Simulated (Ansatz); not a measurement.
Input file:

```yaml
crystal:
  periodic: [false, false, false]
  atoms:
    - {symbol: B, position_ang: [0.000000, 0.000000, 0.950764]}
    - {symbol: O, position_ang: [0.000000, 0.000000, -3.074236]}
    - {symbol: H, position_ang: [0.000000, 0.000000, 2.123471]}
basis:
  gaussian: {orbitals: cc-pVDZ}
correlation: {method: fic_mrcisd_q, electrons: outside_noble_gas, active_space: {window: {electrons: 2, orbitals: 2}}}
```

```sh
$ ansatz run in.yaml --threads 1 --pin off --events-out ev --progress --plain --max-ram 2393MiB
```

(1) Roughly how long does this take on 1 thread of Intel Xeon Platinum 8259CL, shared host, and how much host memory?

```
304 factors; integrals over basis functions are off by at most 6.9e-4 eV
mean field evaluation 1: about -2677.7926 eV, gradient 7.0e1 eV
mean field evaluation 2: about -2677.7925 eV, gradient 7.0e1 eV
mean field evaluation 4: about -2697.0392 eV, gradient 4.6e1 eV
mean field evaluation 8: about -2715.4352 eV, gradient 2.2e0 eV
mean field evaluation 16: about -2713.4901 eV, gradient 2.5e1 eV
mean field evaluation 32: about -2715.4085 eV, gradient 2.2e0 eV
mean field evaluation 64: about -2709.1447 eV, gradient 7.6e-1 eV
mean field evaluation 96: about -2715.3727 eV, gradient 1.5e-6 eV
mean field -2715.45164872 eV, -99.7910074913 hartree, gradient 2.6e-6 eV, S^2 0.000000; 7 other end points of the search recorded, 0 dependent functions left out; unrestricted orbitals would lower it
reference -2715.45164872 eV, -99.7910074913 hartree; 7, 7 occupied and 26, 26 virtual orbitals, 304 factors
state -2716.50523546 eV, -99.8297260898 hartree
contracted CI cycle   1: correlation 0.00000000 eV, 0.0000000000 hartree, residual 2.25e1 eV
contracted CI cycle   2: correlation -5.24224089 eV, -0.1926487995 hartree, residual 2.72e0 eV
...
contracted CI cycle   4: correlation -5.37759382 eV, -0.1976229277 hartree, residual 9.75e-1 eV
contracted CI cycle   5: correlation -5.40615225 eV, -0.1986724307 hartree, residual 6.44e-1 eV
contracted CI cycle   6: correlation -5.41444133 eV, -0.1989770487 hartree, residual 2.98e-1 eV
contracted CI cycle   7: correlation -5.41674104 eV, -0.1990615617 hartree, residual 1.78e-1 eV
contracted CI cycle   8: correlation -5.41753580 eV, -0.1990907687 hartree, residual 8.04e-2 eV
contracted CI cycle   9: correlation -5.41764929 eV, -0.1990949393 hartree, residual 3.74e-2 eV
contracted CI cycle  10: correlation -5.41767425 eV, -0.1990958565 hartree, residual 1.83e-2 eV
contracted CI cycle  11: correlation -5.41767949 eV, -0.1990960489 hartree, residual 6.97e-3 eV
contracted CI cycle  12: correlation -5.41768028 eV, -0.1990960779 hartree, residual 2.03e-3 eV
contracted CI cycle  13: correlation -5.41768034 eV, -0.1990960802 hartree, residual 8.61e-4 eV
state -2716.02927566 eV, -99.8122348898 hartree; corrected -2722.10316911 eV, -100.0354463568 hartree
state -2716.50523546 eV, -99.8297260898 hartree; corrected -2722.36084574 eV, -100.0449157985 hartree
2 active orbitals were swapped for others, from the solution at -2715.99398665 eV, -99.8109380425 hartree to that at -2716.02905468 eV, -99.8122267689 hartree; typed "places" are swapped only where nearly empty or full, and so, without "given_window_search", are "orbital_numbers", "shells" and a window whose orbitals a file names under [Active]
2 active orbitals were swapped for others, from the solution at -2716.02905468 eV, -99.8122267689 hartree to that at -2716.50523546 eV, -99.8297260898 hartree; typed "places" are swapped only where nearly empty or full, and so, without "given_window_search", are "orbital_numbers", "shells" and a window whose orbitals a file names under [Active]
Total energy: -2722.36084574 eV, -100.0449157985 hartree
```

Natural occupations: 1.0363 0.9637.

Answers

(1) 3 s wall and 0.19 GiB.
